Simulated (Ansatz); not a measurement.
CH5OSi (`C[SiH]O`) radical, relaxed with UKS PBE-D4/def2-SVP in Ansatz from a rough embedded geometry. The force threshold is 0.03 eV/Å; the program also tests the step.

The species carries charge 0 and has multiplicity 2.

Start:

```xyz
8

C    -0.555    0.556    0.672
Si    0.195    0.179   -0.903
O     0.145   -1.444   -1.240
H    -1.593    0.314    0.684
H    -0.573    1.664    0.892
H    -0.103    0.091    1.545
H     1.643    0.608   -0.876
H     0.840   -1.967   -0.773
```

```
         step  energy (eV)  largest force (eV/Å)  largest move (Å)
            1  -11029.9298                 2.584             0.000
            2  -11030.1059                 1.183             0.100
            3  -11030.1611                 0.406             0.088
 4 (rejected)  -11030.1539                 1.201             0.200
            5  -11030.1835                 0.135             0.096
            6  -11030.2023                 0.280             0.100
            7  -11030.2026                 1.170             0.143
            8  -11030.2501                 0.869             0.200
 9 (rejected)  -11030.1121                 1.531             0.200
           10  -11030.2689                 0.479             0.100
11 (rejected)  -11030.2619                 0.715             0.100
           12  -11030.2821                 0.104             0.049
           13  -11030.2828                 0.067             0.012
           14  -11030.2831                 0.043             0.010
           15  -11030.2833                 0.025             0.016
```

End:

```xyz
8

C    -0.634    0.649    0.723
Si    0.305    0.086   -0.812
O     0.287   -1.609   -0.772
H    -1.687    0.306    0.695
H    -0.626    1.755    0.797
H    -0.156    0.232    1.635
H     1.735    0.611   -0.766
H     0.776   -2.030   -1.500
```

Run time 13 s (2 threads of a server CPU on a shared host); peak host memory 0.16 GiB.
